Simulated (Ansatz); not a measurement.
CH5B (BH2Me): methods side by side

CH5B: 7 atoms, total charge 0, spin state singlet. SMILES: `[H]B([H])C`. The shape is that of a GFN2-xTB optimisation.

Each level gives the vertical ionisation energy (to the doublet cation) (eV). The values are calculated.

```csv
level,kind,program,value (eV),less FCI/STO-3G
revPBE/STO-3G,GGA,Ansatz,10.95,-0.04
r2SCAN/STO-3G,meta-GGA,Ansatz,11.10,+0.11
BHLYP/STO-3G,global hybrid,Ansatz,11.56,+0.57
r2SCAN0/STO-3G,hybrid meta-GGA,Ansatz,11.37,+0.38
wB97M-V/STO-3G,range-separated hybrid,Ansatz,11.42,+0.43
RPA@PBE/STO-3G,RPA,Ansatz,10.55,-0.44
BCCD(T)/STO-3G,coupled cluster or CI,Ansatz,11.00,+0.01
CCSD/STO-3G,coupled cluster or CI,Ansatz,11.01,+0.02
FCI/STO-3G,exact in the basis,Ansatz,10.99,0.00
```

FCI/STO-3G is exact within its basis and frozen core, so for wave-function methods in that basis the difference is their error; functionals converge differently with the basis, so for them it is only a difference. The values span 10.55 to 11.56 eV. All rows use very small basis sets, so none should be taken for the real molecule's value.
